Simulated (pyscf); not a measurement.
Single points on ωB97X-D3(BJ)/def2-SVP structures (PySCF, gas phase).

SMILES: [CH3][Ge]([F])([F])[F]
```xyz
8

C      0.1246     0.5808    -0.8361
Ge    -1.2509    -0.5357    -0.1236
F     -1.1165    -2.1774    -0.6193
F     -2.8297    -0.0405    -0.5932
F     -1.2751    -0.5765     1.5961
H     -0.0299     1.6136    -0.4937
H      1.1047     0.2217    -0.4925
H      0.0854     0.5489    -1.9339
```

Task: How much does it cost (ΔH, 298 K, ωB97M-D3(BJ)/def2-TZVP) to split `[CH3][Ge]([F])([F])[F]` at its C–Ge bond into CH₃• + F–Ge•(F)–F?

Result: C–Ge to CH₃• + F–Ge•(F)–F: 359.8 kJ/mol. The 7 functionals that were run give +337.1 (r²SCAN) to +376.2 kJ/mol (ωB97X-D3(BJ)). Elements up to Kr have no core potential and no relativistic terms here.
